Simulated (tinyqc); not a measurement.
Extended Hueckel theory, for HCl+, step by step. The parameters take no account of the charge, which enters only through the electron count. Computed by tinyqc, a small Python program that keeps every step (integrals from PySCF). Settings: charge = 1, K = 1.75, multiplicity = 2. Command: `OMP_NUM_THREADS=1 python tinyqc.py 25556 25557 out.jsonl` (the two numbers bound the seeds that draw the settings). One thread of a shared host (Intel(R) Xeon(R) Processor @ 2.60GHz), about 0.01 s of CPU time with the checks.

## Overlaps

Geometry (angstrom):

| atom | x | y | z |
|---|---|---|---|
| Cl | 0.000000 | 0.000000 | 0.000000 |
| H | 0.000000 | 0.000000 | 1.523000 |

Parameters chosen for this run:

| element | shell | Slater exponent | H_ii (eV) |
|---|---|---|---|
| Cl | 3s | 2.183000 | -26.300000 |
| Cl | 3p | 1.733000 | -14.200000 |
| H | 1s | 1.300000 | -13.600000 |

Slater orbitals, each expanded in six Gaussians scaled to its exponent.

overlap S:
```
           1Cl 3s   1Cl 3px   1Cl 3py   1Cl 3pz     2H 1s
1Cl 3s   1.000000  0.000000  0.000000  0.000000  0.278904
1Cl 3px  0.000000  1.000000  0.000000  0.000000  0.000000
1Cl 3py  0.000000  0.000000  1.000000  0.000000  0.000000
1Cl 3pz  0.000000  0.000000  0.000000  1.000000  0.431262
2H 1s    0.278904  0.000000  0.000000  0.431262  1.000000
```

## Wolfsberg-Helmholz matrix

diagonal H_ii (eV): 1Cl 3s -26.300000, 1Cl 3px -14.200000, 1Cl 3py -14.200000, 1Cl 3pz -14.200000, 2H 1s -13.600000

K = 1.750000

H_ij = K' S_ij (H_ii + H_jj)/2 for i != j (the diagonal keeps H_ii), with K' = 1.75.

H (eV):
```
             1Cl 3s     1Cl 3px     1Cl 3py     1Cl 3pz       2H 1s
1Cl 3s   -26.300000    0.000000    0.000000    0.000000   -9.737243
1Cl 3px    0.000000  -14.200000    0.000000    0.000000    0.000000
1Cl 3py    0.000000    0.000000  -14.200000    0.000000    0.000000
1Cl 3pz    0.000000    0.000000    0.000000  -14.200000  -10.490441
2H 1s     -9.737243    0.000000    0.000000  -10.490441  -13.600000
```

## Orbitals

valence electrons = 7

Solve H C = S C e through S^(-1/2); fill by pairs from the bottom, a degenerate level sharing its electrons equally; each orbital has its largest coefficient positive (the first on a tie).

orbital energies (eV): -26.702724  -16.361851  -14.200000  -14.200000  -2.606470

occupations: 2.000000  2.000000  1.500000  1.500000  0.000000

coefficients:
```
               MO1        MO2       MO3        MO4        MO5
1Cl 3s    0.941946  -0.235805  0.000000   0.000000  -0.403473
1Cl 3px   0.000000   0.000000  0.576946   0.816783   0.000000
1Cl 3py   0.000000   0.000000  0.816783  -0.576946   0.000000
1Cl 3pz  -0.013588   0.719524  0.000000   0.000000  -0.857160
2H 1s     0.165671   0.452945  0.000000   0.000000   1.060977
```

sum of one-electron energies = -128.729151 eV

Within a degenerate level the vectors are fixed only up to a rotation; this is one choice.

## Mulliken analysis

P = C n C^T; charge = valence electrons (Cl 7, H 1) minus the sum of (P S)_ii on the atom; overlap population = 2 sum P_ij S_ij between two atoms.

charges: 1Cl 0.771841, 2H 0.228159

Overlap populations:

| pair | value |
|---|---|
| 2-1 | 0.613258 |
